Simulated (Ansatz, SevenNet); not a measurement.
For rock-salt LiH, the machine-learned potential SevenNet-l3i5 (trained on PBE and PBE+U data) gives:

- lattice parameter a = 4.008 Å
- zone-centre TO phonon frequency = 583 cm⁻¹
- elastic constant C11 = 65.2 GPa
- elastic constant C44 = 46.0 GPa
- polycrystal shear modulus = 37.8 GPa

Problem. What does r²SCAN (Ansatz, an electronic-structure program, plane waves, PAW) give for the same quantities?

Solution. 
- lattice constant a: 4.005 Å (decreases by 0.1 %)
- zone-centre TO phonon frequency: 606 cm⁻¹ (goes up by 3.9 %)
- elastic constant C11: 83.4 GPa (rises by 28 %)
- elastic constant C44: 51.6 GPa (increases by 12 %)
- Voigt–Reuss–Hill shear modulus: 44.4 GPa (rises by 17 %)

For comparison: lattice constant a 3.979 Å (measured, static lattice: zero-point anharmonic expansion removed; as tabulated in Mejia-Rodriguez and Trickey (2018), arXiv:1807.09216); zone-centre TO phonon frequency 592 cm⁻¹ (measured, temperature not stated, no zero-point or thermal correction, sources range from 590 to 614; as tabulated in arXiv:2311.05107); elastic constant C11 67.1 GPa (measured, temperature not stated, no zero-point or thermal correction; as tabulated in Oses et al. (2018), arXiv:1811.08464); elastic constant C44 46 GPa (measured, temperature not stated, no zero-point or thermal correction; as tabulated in Oses et al. (2018), arXiv:1811.08464).

Changes are worked out from the printed values.

Unless a cell is named, each level is at its own relaxed cell (SevenNet-l3i5 8.05, r²SCAN 8.03 Å³/atom).

Ansatz's density-functional and Hartree–Fock values are scalar-relativistic unless marked +SOC, with PAW data made under PBE.
